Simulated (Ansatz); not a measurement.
## Structure relaxation of Au2I

All numbers below come from DFT PBE, scalar-relativistic, plane waves, PAW in Ansatz. Cutoff 420 eV, Γ-centred k mesh, Gaussian smearing, no spin polarisation in the final step.

The start puts Au2I on the cadmium chloride structure type (R-3m, No. 166), with I in place of Cd, Au in place of Cl, at a guessed volume.

```xyz
3
Lattice="1.9869 1.1472 6.0010 -1.9869 1.1472 6.0010 0.0000 -2.2943 6.0010" Properties=species:S:1:pos:R:3 pbc="T T T"
Au    0.0000    0.0000   13.5023
Au    0.0000    0.0000    4.5008
I     0.0000    0.0000    0.0000
```

Cell and atoms relax at zero pressure; the relaxation can't lower the symmetry of the start. After a coarse first stage the cell is made exact in the group found at 0.06 Å.

Energies over the elements count from the elements' standard structures at the same level, with no empirical corrections.

Question: Describe the relaxed structure.

Answer: It keeps R-3m (No. 166). The result has the cadmium chloride structure. Conventional cell: a = 3.932 Å, c = 17.028 Å. Au is coordinated by 3 Au at 2.78 Å and 3 I at 3.05 Å; around I lie 6 Au at 3.05 Å, 2 Au at 3.64 Å and 6 I at 3.93 Å.

```xyz
3
Lattice="1.9662 1.1352 5.6761 -1.9662 1.1352 5.6761 0.0000 -2.2704 5.6761" Properties=species:S:1:pos:R:3 pbc="T T T"
Au    0.0000    0.0000   13.3849
Au    0.0000    0.0000    3.6434
I     0.0000    0.0000    0.0000
```

Question: What are its volume, energy, density and gap?

Answer: The volume per atom is 25.34 Å³ and the density is 11.38 g/cm³. The energy over the elements is 0.34 eV/atom and the gap on the 12×12×12 mesh is 0 eV (a metal).

The final run used a 12×12×12 mesh on its 3-atom cell and 0.10 eV smearing. For metals, differences of a few meV/atom aren't resolved. Spin–orbit coupling is left out. Symmetry constrained the relaxation, so the result can be a saddle point.

Cost: 3 runs of about 3.3 core-minutes in all, on Intel Xeon Platinum 8259CL (Skylake/Cascade Lake) (shared hosts).